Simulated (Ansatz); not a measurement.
# [SiH5]− (SMILES [H][Si-]([H])([H])([H])[H]): levels of theory compared

Aim: a comparison of 6 runs (CAM-B3LYP/STO-3G, PBE/STO-3G, UPBE/STO-3G, RPA@PBE/STO-3G, UMP2/STO-3G, CCSDT(Q)/STO-3G) of [SiH5]−. 

Program for the calculation: Ansatz 0.2.0.

**1. Starting point**

The species is [SiH5]− (6 atoms), meant as a singlet with charge -1. As SMILES, `[H][Si-]([H])([H])([H])[H]`. The H4–Si1 distance was set to 2.237 Å, away from the relaxed value. At this shape a bond of the SMILES string is far longer than usual.

Bond lengths: Si1–H2 1.639 Å, Si1–H3 1.644 Å, Si1–H5 1.491 Å, Si1–H6 1.491 Å. Angles: H2–Si1–H3 179.9°, H2–Si1–H5 90.0°, H2–Si1–H6 90.1°, H3–Si1–H5 90.0°, H3–Si1–H6 90.0°, H5–Si1–H6 120.0°.

**2. A single-point energy at CAM-B3LYP/STO-3G (run 1)**

input.yaml

```yaml
crystal:
  periodic: [false, false, false]
  atoms:
    - {symbol: Si, position_ang: [-0.745644, -0.005580, -0.007395]}
    - {symbol: H, position_ang: [-0.765294, -0.013600, 1.631045]}
    - {symbol: H, position_ang: [-0.723614, 0.002050, -1.651305]}
    - {symbol: H, position_ang: [1.490630, 0.011850, 0.019200]}
    - {symbol: H, position_ang: [-1.502954, 1.279290, -0.011485]}
    - {symbol: H, position_ang: [-1.480134, -1.303060, -0.024385]}
basis:
  gaussian: {orbitals: STO-3G}
total_charge: -1
magnetization: {spin_polarized: false, initial_magnetization: 0}
hamiltonian: {xc: {name: CAM-B3LYP}}
accuracy: high
```

Run with:

```console
$ ansatz run input.yaml --threads 1 --pin off --max-ram 2610MiB --events-out events.jsonl --progress --plain --runs-dir runs
```

Output:

```text
Warning: RAYON_NUM_THREADS=1 ignored (pool sized by the plan → 1); use --threads N
Functional definition: CAM-B3LYP
  name "CAM-B3LYP"
  parameter alpha = 0.19
  parameter beta = 0.46
  parameter omega = 0.33/bohr
  parameter ac = 0.81
  exchange = (1 - alpha - beta)*b88_x + beta*b88_x_sr(omega) + alpha*exact_x + beta*exact_x_lr(omega)
  correlation = (1 - ac)*vwn5_c + ac*lyp_c
222 factors; integrals over basis functions are off by at most 1.6e-8 eV
126 factors; integrals over basis functions are off by at most 5.9e-10 eV
mean field evaluation 1: about -7854.7551 eV, gradient 2.4e1 eV
mean field evaluation 2: about -7855.7673 eV, gradient 2.0e1 eV
mean field evaluation 4: about -7857.7252 eV, gradient 3.0e-1 eV
mean field evaluation 8: about -7857.6764 eV, gradient 3.9e-3 eV
mean field evaluation 16: about -7857.6764 eV, gradient 8.5e-8 eV
mean field -7857.67641690 eV, -288.7642821965 hartree, gradient 8.5e-8 eV, S^2 0.000000; 0 other end points of the search recorded, 0 dependent functions left out
reference -7857.67642994 eV, -288.7642826760 hartree; 10, 10 occupied and 4, 4 virtual orbitals, 222 factors
Total energy: -7857.67642994 eV, -288.7642826760 hartree
```

Wall time 0.97 s (1 thread of Arm Neoverse V1, shared host); peak memory 0.091 GiB.

**3. A single-point energy at PBE/STO-3G (run 2)**

in.yaml

```yaml
crystal:
  periodic: [false, false, false]
  atoms:
    - {symbol: Si, position_ang: [-0.745644, -0.005580, -0.007395]}
    - {symbol: H, position_ang: [-0.765294, -0.013600, 1.631045]}
    - {symbol: H, position_ang: [-0.723614, 0.002050, -1.651305]}
    - {symbol: H, position_ang: [1.490630, 0.011850, 0.019200]}
    - {symbol: H, position_ang: [-1.502954, 1.279290, -0.011485]}
    - {symbol: H, position_ang: [-1.480134, -1.303060, -0.024385]}
basis:
  gaussian:
    orbitals: STO-3G
hamiltonian:
  xc: pbe
accuracy: high
total_charge: -1
```

Run with:

```console
$ ansatz run in.yaml --threads 1 --pin off --max-ram 2610MiB --events-out events.jsonl --progress --plain --runs-dir runs
```

Output:

```text
Warning: RAYON_NUM_THREADS=1 ignored (pool sized by the plan → 1); use --threads N
Functional definition: PBE
  name "PBE"
  parameter kappa = 0.804
  parameter beta = 0.06672455060314922
  exchange = pbe_x(kappa = kappa, mu = beta*pi^2/3)
  correlation = pbe_c(beta = beta)
222 factors; integrals over basis functions are off by at most 1.6e-8 eV
mean field evaluation 1: about -7849.3032 eV, gradient 3.3e1 eV
mean field evaluation 2: about -7839.6747 eV, gradient 4.4e1 eV
mean field evaluation 4: about -7854.1771 eV, gradient 2.0e0 eV
mean field evaluation 8: about -7854.1323 eV, gradient 2.1e-2 eV
mean field evaluation 16: about -7854.1323 eV, gradient 2.1e-6 eV
mean field -7854.13234651 eV, -288.6340400123 hartree, gradient 5.2e-8 eV, S^2 0.000000; 0 other end points of the search recorded, 0 dependent functions left out
reference -7854.13234829 eV, -288.6340400776 hartree; 10, 10 occupied and 4, 4 virtual orbitals, 222 factors
Total energy: -7854.13234829 eV, -288.6340400776 hartree
```

Wall time 0.83 s (1 thread of Arm Neoverse V1, shared host).

Run 3 isn't shown in full; the table further down has it.

**4. A single-point energy at RPA@PBE/STO-3G (run 4)**

run.yaml

```yaml
crystal:
  periodic: [false, false, false]
  atoms:
    - {symbol: Si, position_ang: [-0.745644, -0.005580, -0.007395]}
    - {symbol: H, position_ang: [-0.765294, -0.013600, 1.631045]}
    - {symbol: H, position_ang: [-0.723614, 0.002050, -1.651305]}
    - {symbol: H, position_ang: [1.490630, 0.011850, 0.019200]}
    - {symbol: H, position_ang: [-1.502954, 1.279290, -0.011485]}
    - {symbol: H, position_ang: [-1.480134, -1.303060, -0.024385]}
basis:
  gaussian: {orbitals: STO-3G}
total_charge: -1
correlation: {method: rpa, frozen_orbitals: {H: 0, Si: 5}}
hamiltonian: {xc: pbe}
accuracy: high
```

Run with:

```console
$ ansatz run run.yaml --threads 1 --pin off --max-ram 2610MiB --events-out events.jsonl --progress --plain --runs-dir runs
```

Output:

```text
Warning: RAYON_NUM_THREADS=1 ignored (pool sized by the plan → 1); use --threads N
Functional definition: PBE
  name "PBE"
  parameter kappa = 0.804
  parameter beta = 0.06672455060314922
  exchange = pbe_x(kappa = kappa, mu = beta*pi^2/3)
  correlation = pbe_c(beta = beta)
222 factors; integrals over basis functions are off by at most 1.6e-8 eV
mean field evaluation 1: about -7849.3032 eV, gradient 3.3e1 eV
mean field evaluation 2: about -7849.2573 eV, gradient 3.3e1 eV
mean field evaluation 4: about -7852.2898 eV, gradient 1.4e1 eV
mean field evaluation 8: about -7854.1323 eV, gradient 9.4e-2 eV
mean field evaluation 16: about -7854.1323 eV, gradient 2.0e-6 eV
mean field -7854.13234651 eV, -288.6340400123 hartree, gradient 3.5e-8 eV, S^2 0.000000; 0 other end points of the search recorded, 0 dependent functions left out
5 core orbitals not correlated: weight in the atoms' cores, before any rotation towards them, 0.999 or more for the frozen orbitals, at most 0.000 for the correlated occupied ones
reference -7839.00939524 eV, -288.0782818037 hartree; 5, 5 occupied and 4, 4 virtual orbitals, 222 factors
Total energy: -7843.70801191 eV, -288.2509527815 hartree
```

Run time: 1.2 s. Hardware: 1 thread of Arm Neoverse V1, shared host; peak memory 0.092 GiB.

Run 5 isn't shown in full; the table further down has it.

**5. A single-point energy at CCSDT(Q)/STO-3G (run 6)**

job.yaml

```yaml
crystal:
  periodic: [false, false, false]
  atoms:
    - {symbol: Si, position_ang: [-0.745644, -0.005580, -0.007395]}
    - {symbol: H, position_ang: [-0.765294, -0.013600, 1.631045]}
    - {symbol: H, position_ang: [-0.723614, 0.002050, -1.651305]}
    - {symbol: H, position_ang: [1.490630, 0.011850, 0.019200]}
    - {symbol: H, position_ang: [-1.502954, 1.279290, -0.011485]}
    - {symbol: H, position_ang: [-1.480134, -1.303060, -0.024385]}
basis:
  gaussian:
    orbitals: STO-3G
total_charge: -1
correlation:
  method: ccsdt_q
  frozen_orbitals: {H: 0, Si: 5}
accuracy: high
scf:
  omitted_lower_state_checks: [cluster_reference, increment]
```

Run with:

```console
$ ansatz run job.yaml --threads 1 --pin off --max-ram 2610MiB --events-out events.jsonl --progress --plain --runs-dir runs
```

Output, shortened:

```text
Warning: RAYON_NUM_THREADS=1 ignored (pool sized by the plan → 1); use --threads N
Functional definition: HF
  name "HF"
[...]
222 factors; integrals over basis functions are off by at most 1.6e-8 eV
[...]
mean field -7839.39391571 eV, -288.0924126702 hartree, gradient 9.7e-9 eV, S^2 0.000000; 0 other end points of the search recorded, 0 dependent functions left out; unrestricted orbitals would lower it
5 core orbitals not correlated: weight in the atoms' cores, before any rotation towards them, 0.999 or more for the frozen orbitals, at most 0.000 for the correlated occupied ones
reference -7839.39391571 eV, -288.0924126702 hartree; 5, 5 occupied and 4, 4 virtual orbitals, 222 factors
second order -1.88284272 eV of doubles, -0.00000000 eV of singles
cycle   1  -2.45047697 eV  change   -5.7e-1 eV  update   9.0e-2
[...]
cycle  21  -2.90105808 eV  change   4.3e-10 eV  update  2.9e-10
perturbative correction 0.00479561 eV, 0.0001762354 hartree
Total energy: -7842.29017818 eV, -288.1988483529 hartree
Checks for a lower state left out: cluster_reference, increment
```

Wall time 0.16 s (1 thread of Arm Neoverse V1, shared host).

**6. Overview of the runs**

```
run             level  frozen core orbitals  energy (Eh)  wall time
  1  CAM-B3LYP/STO-3G                     –  -288.764283     0.97 s
  2        PBE/STO-3G                     –  -288.634040     0.83 s
  3       UPBE/STO-3G                     –  -288.634040      1.4 s
  4    RPA@PBE/STO-3G                     5  -288.250953      1.2 s
  5       UMP2/STO-3G                     5  -288.151029      0.1 s
  6   CCSDT(Q)/STO-3G                     5  -288.198848     0.16 s
```

**7. Results**

| quantity | value |
| --- | --- |
| run 6: total energy | -288.19885 Eh |
| run 6: correlation energy (5 core orbitals frozen) | -106.4 mEh |
| run 6: T1 diagnostic | 0.022 |

Totals of different functionals can't be ranked against each other. In run 6 the log says that unrestricted orbitals would lower the reference, so the values rest on an unstable closed-shell determinant (other closed-shell runs at this shape may share the fault). In runs 1, 2, 3, 4, 5, 6 the basis is minimal, so the values are rough. Spin contamination of the reference: run 5 ⟨S²⟩ = 0.42. All runs together took 4.6 s, the longest 1.4 s.
